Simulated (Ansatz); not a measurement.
Ansatz (a program for electronic structure) input (HF/STO-3G):

Ansatz 0.2 input:
```yaml
crystal:
  periodic: [false, false, false]
  atoms:
    - {symbol: C, position_ang: [-0.02836015, 1.41842046, -0.00724427]}
    - {symbol: C, position_ang: [1.19433491, 0.68644435, -0.00472030]}
    - {symbol: C, position_ang: [1.21136309, -0.73848915, 0.00256876]}
    - {symbol: C, position_ang: [0.02836015, -1.41842046, 0.00724427]}
    - {symbol: C, position_ang: [-1.19433491, -0.68644435, 0.00472030]}
    - {symbol: C, position_ang: [-1.21136309, 0.73848915, -0.00256876]}
    - {symbol: H, position_ang: [-0.00015783, 2.49931632, -0.01281479]}
    - {symbol: H, position_ang: [2.13358328, 1.22627764, -0.00843243]}
    - {symbol: H, position_ang: [2.15954719, -1.25820662, 0.00428037]}
    - {symbol: H, position_ang: [0.00015783, -2.49931632, 0.01281479]}
    - {symbol: H, position_ang: [-2.13358328, -1.22627764, 0.00843243]}
    - {symbol: H, position_ang: [-2.15954719, 1.25820662, -0.00428037]}
basis:
  gaussian:
    orbitals: STO-3G
hamiltonian:
  xc: {name: HF}
total_charge: 1
magnetization: {spin_polarized: true, initial_magnetization: 1}
relax: {f_tol: 0.003, max_steps: 120}
```

Output:

```
WARN ansatz: RAYON_NUM_THREADS=4 ignored (pool sized by the plan → 4); use --threads N
Functional definition: HF
integrals: 0.00 GiB planned
566 factors; integrals over basis functions are off by at most 1.1e-5 eV
mean field: 0.11 GiB planned
mean field evaluation 1: about -6193.3764 eV, gradient 1.2e1 eV
mean field evaluation 2: about -6193.5220 eV, gradient 1.2e1 eV
mean field evaluation 4: about -6194.9009 eV, gradient 1.5e0 eV
mean field evaluation 8: about -6194.9563 eV, gradient 1.5e-2 eV
mean field evaluation 16: about -6194.9632 eV, gradient 3.1e-2 eV
mean field evaluation 32: about -6194.9635 eV, gradient 2.0e-7 eV
mean field evaluation 64: about -6185.8494 eV, gradient 9.4e0 eV
mean field evaluation 96: about -6194.7874 eV, gradient 1.6e0 eV
mean field evaluation 128: about -6194.9563 eV, gradient 1.8e-5 eV
mean field -6194.96488778 eV, -227.6607605279 hartree, gradient 1.5e-6 eV, S^2 0.877263; 5 other end points of the search recorded, 0 dependent functions left out
the calculation of the forces begins
reference -6194.96488778 eV, -227.6607605279 hartree; 21, 20 occupied and 15, 16 virtual orbitals, 566 factors
WARN: the results are in doubt because the forces break the atoms' symmetry
relax step   1: F+E_penalty+E_count = -6194.96488778 eV  Δ(F+E_penalty+E_count) = +0.000e0 eV  max|allowed force component| = 1.347e0 eV/Å  Δτ_max = 0.0000 Å  (339 SCF iters, accepted)
these checks for a lower state are left out or cut short: starts, cluster_reference, orbital_swaps, neighbouring_geometries, increment
integrals: 0.00 GiB planned
566 factors; integrals over basis functions are off by at most 1.1e-5 eV
mean field: 0.11 GiB planned
mean field -6195.04546863 eV, -227.6637218197 hartree, gradient 2.2e-5 eV, S^2 0.910878; 1 other end points of the search recorded, 0 dependent functions left out
the calculation of the forces begins
reference -6195.04546863 eV, -227.6637218197 hartree; 21, 20 occupied and 15, 16 virtual orbitals, 566 factors
relax step   2: F+E_penalty+E_count = -6195.04546863 eV  Δ(F+E_penalty+E_count) = -8.058e-2 eV  max|allowed force component| = 6.769e-1 eV/Å  Δτ_max = 0.0244 Å  (71 SCF iters, accepted)
these checks for a lower state are left out or cut short: starts, cluster_reference, orbital_swaps, neighbouring_geometries, increment
integrals: 0.00 GiB planned
566 factors; integrals over basis functions are off by at most 1.2e-5 eV
mean field: 0.11 GiB planned
mean field -6195.07009636 eV, -227.6646268719 hartree, gradient 1.9e-5 eV, S^2 0.933521; 0 other end points of the search recorded, 0 dependent functions left out
the calculation of the forces begins
reference -6195.07009636 eV, -227.6646268719 hartree; 21, 20 occupied and 15, 16 virtual orbitals, 566 factors
relax step   3: F+E_penalty+E_count = -6195.07009636 eV  Δ(F+E_penalty+E_count) = -2.463e-2 eV  max|allowed force component| = 5.509e-1 eV/Å  Δτ_max = 0.0181 Å  (48 SCF iters, accepted)
these checks for a lower state are left out or cut short: starts, cluster_reference, orbital_swaps, neighbouring_geometries, increment
integrals: 0.00 GiB planned
566 factors; integrals over basis functions are off by at most 1.2e-5 eV
mean field: 0.11 GiB planned
mean field evaluation 160: about -6195.0799 eV, gradient 1.5e-5 eV
mean field -6195.07992554 eV, -227.6649880877 hartree, gradient 1.5e-5 eV, S^2 0.939500; 0 other end points of the search recorded, 0 dependent functions left out
the calculation of the forces begins
reference -6195.07992554 eV, -227.6649880877 hartree; 21, 20 occupied and 15, 16 virtual orbitals, 566 factors
relax step   4: F+E_penalty+E_count = -6195.07992554 eV  Δ(F+E_penalty+E_count) = -9.829e-3 eV  max|allowed force component| = 3.601e-1 eV/Å  Δτ_max = 0.0085 Å  (51 SCF iters, accepted)
these checks for a lower state are left out or cut short: starts, cluster_reference, orbital_swaps, neighbouring_geometries, increment
integrals: 0.00 GiB planned
566 factors; integrals over basis functions are off by at most 1.2e-5 eV
mean field: 0.11 GiB planned
mean field -6195.08415103 eV, -227.6651433714 hartree, gradient 1.8e-5 eV, S^2 0.939834; 0 other end points of the search recorded, 0 dependent functions left out
the calculation of the forces begins
reference -6195.08415103 eV, -227.6651433714 hartree; 21, 20 occupied and 15, 16 virtual orbitals, 566 factors
relax step   5: F+E_penalty+E_count = -6195.08415103 eV  Δ(F+E_penalty+E_count) = -4.225e-3 eV  max|allowed force component| = 6.253e-2 eV/Å  Δτ_max = 0.0060 Å  (41 SCF iters, accepted)
these checks for a lower state are left out or cut short: starts, cluster_reference, orbital_swaps, neighbouring_geometries, increment
integrals: 0.00 GiB planned
566 factors; integrals over basis functions are off by at most 1.2e-5 eV
mean field: 0.11 GiB planned
mean field -6195.08431535 eV, -227.6651494102 hartree, gradient 1.2e-5 eV, S^2 0.939562; 0 other end points of the search recorded, 0 dependent functions left out
the calculation of the forces begins
reference -6195.08431535 eV, -227.6651494102 hartree; 21, 20 occupied and 15, 16 virtual orbitals, 566 factors
relax step   6: F+E_penalty+E_count = -6195.08431535 eV  Δ(F+E_penalty+E_count) = -1.643e-4 eV  max|allowed force component| = 7.626e-3 eV/Å  Δτ_max = 0.0016 Å  (44 SCF iters, accepted)
these checks for a lower state are left out or cut short: starts, cluster_reference, orbital_swaps, neighbouring_geometries, increment
integrals: 0.00 GiB planned
566 factors; integrals over basis functions are off by at most 1.2e-5 eV
mean field: 0.11 GiB planned
mean field -6195.08432482 eV, -227.6651497583 hartree, gradient 1.4e-5 eV, S^2 0.939662; 0 other end points of the search recorded, 0 dependent functions left out
the calculation of the forces begins
reference -6195.08432482 eV, -227.6651497583 hartree; 21, 20 occupied and 15, 16 virtual orbitals, 566 factors
relax step   7: F+E_penalty+E_count = -6195.08432482 eV  Δ(F+E_penalty+E_count) = -9.475e-6 eV  max|allowed force component| = 3.129e-3 eV/Å  Δτ_max = 0.0007 Å  (42 SCF iters, accepted)
these checks for a lower state are left out or cut short: starts, cluster_reference, orbital_swaps, neighbouring_geometries, increment
integrals: 0.00 GiB planned
566 factors; integrals over basis functions are off by at most 1.2e-5 eV
mean field: 0.11 GiB planned
mean field evaluation 192: about -6195.0843 eV, gradient 1.4e-5 eV
mean field -6195.08432511 eV, -227.6651497688 hartree, gradient 1.4e-5 eV, S^2 0.939593; 0 other end points of the search recorded, 0 dependent functions left out
the calculation of the forces begins
reference -6195.08432511 eV, -227.6651497688 hartree; 21, 20 occupied and 15, 16 virtual orbitals, 566 factors
relax step   8: F+E_penalty+E_count = -6195.08432511 eV  Δ(F+E_penalty+E_count) = -2.847e-7 eV  max|allowed force component| = 1.649e-3 eV/Å  Δτ_max = 0.0002 Å  (41 SCF iters, accepted)
integrals: 0.00 GiB planned
566 factors; integrals over basis functions are off by at most 1.2e-5 eV
mean field: 0.11 GiB planned
mean field evaluation 224: about -6194.8785 eV, gradient 1.3e0 eV
mean field evaluation 256: about -6194.9600 eV, gradient 2.4e-1 eV
mean field -6195.08432511 eV, -227.6651497688 hartree, gradient 1.3e-5 eV, S^2 0.939593; 1 other end points of the search recorded, 0 dependent functions left out
the calculation of the forces begins
reference -6195.08432511 eV, -227.6651497688 hartree; 21, 20 occupied and 15, 16 virtual orbitals, 566 factors
Total energy: -6195.08432511 eV, -227.6651497688 hartree
Atom 0 at    -0.032874     1.404326    -0.007167 Å, force     0.001224     0.001230    -0.000008 eV/Å
Atom 1 at     1.235468     0.668495    -0.004670 Å, force     0.000424     0.001652    -0.000009 eV/Å
Atom 2 at     1.248832    -0.724514     0.002459 Å, force     0.001145    -0.000928     0.000004 eV/Å
Atom 3 at     0.032874    -1.404326     0.007167 Å, force    -0.001224    -0.001230     0.000008 eV/Å
Atom 4 at    -1.235468    -0.668495     0.004670 Å, force    -0.000424    -0.001652     0.000009 eV/Å
Atom 5 at    -1.248832     0.724514    -0.002459 Å, force    -0.001145     0.000928    -0.000004 eV/Å
Atom 6 at    -0.000952     2.495950    -0.012797 Å, force     0.000222    -0.000064     0.000000 eV/Å
Atom 7 at     2.167291     1.238039    -0.008527 Å, force    -0.000083     0.000167    -0.000001 eV/Å
Atom 8 at     2.186110    -1.268314     0.004305 Å, force     0.000080     0.000146    -0.000001 eV/Å
Atom 9 at     0.000952    -2.495950     0.012797 Å, force    -0.000222     0.000064    -0.000000 eV/Å
Atom 10 at    -2.167291    -1.238039     0.008527 Å, force     0.000083    -0.000167     0.000001 eV/Å
Atom 11 at    -2.186110     1.268314    -0.004305 Å, force    -0.000080    -0.000146     0.000001 eV/Å
Dipole moment:    -0.000000     0.000000     0.000000 e Å
```

The dipole moment of an ion depends on the origin.

The determinant is spin-contaminated: <S^2> is 0.94 against 0.75 for a pure state.
